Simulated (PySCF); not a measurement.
Start geometry of `N[CH][C@@H]1C[C@H]1F` [radical] from GFN2-xTB (Å):
```
atom  x, y, z in Å
N1     2.267   -0.284    0.372
C2     1.101    0.313   -0.109
C3    -0.194   -0.230    0.234
C4    -1.274   -0.512   -0.813
C5    -1.441    0.618    0.142
F6    -2.375    0.488    1.131
H7     3.080    0.316    0.352
H8     2.151   -0.745    1.265
H9     1.215    0.966   -0.955
H10   -0.182   -0.922    1.068
H11   -1.064   -0.271   -1.843
H12   -1.894   -1.383   -0.670
H13   -1.393    1.647   -0.191
```

What comes out of this run: PBE0-D3(BJ)/def2-SVP geometry optimisation, gas phase (PySCF)?

```
atom  x, y, z in Å
N1     2.206   -0.220    0.133
C2     1.053    0.559    0.166
C3    -0.236   -0.098    0.411
C4    -1.103   -0.685   -0.716
C5    -1.514    0.544    0.007
F6    -2.570    0.466    0.857
H7     3.075    0.302    0.179
H8     2.214   -0.991    0.794
H9     1.082    1.465   -0.447
H10   -0.314   -0.674    1.344
H11   -0.747   -0.594   -1.745
H12   -1.659   -1.597   -0.486
H13   -1.477    1.511   -0.508
```

The energy falls by 0.084 eV over 12 energy and gradient evaluations, the largest force component goes from 0.0178 to 2.6e-04 Eh/bohr, and the atoms move by 0.369 Å rms after alignment. The bond that changes most is C3–C5 (ends: carbon bonded to 3 C and H; carbon bonded to 2 C, F and H), which shortens by 0.024 Å. Bonds longer at the end by more than 0.005 Å: 7 of 13; shorter: 3. Among the angles that change most is C3–C5–H13, from 121.0° to 118.7°. Among the dihedrals that turn most is N1–C2–C3–C4, from -131° to -88°. Rotational constants go from 9004, 1882, 1721 to 10240, 1851, 1730 MHz. The orientation of the end geometry is arbitrary; only internal coordinates are fixed.

The run used 119 basis functions and 87 SCF cycles in all. The run took 2.2 min of wall time on one thread of an Arm Neoverse N1, shared host.

Not checked by PBE0-D3(BJ)/def2-SVP frequencies. ⟨S²⟩ = 0.754 (exact for a doublet: 0.75).

One conformer stands for the species.
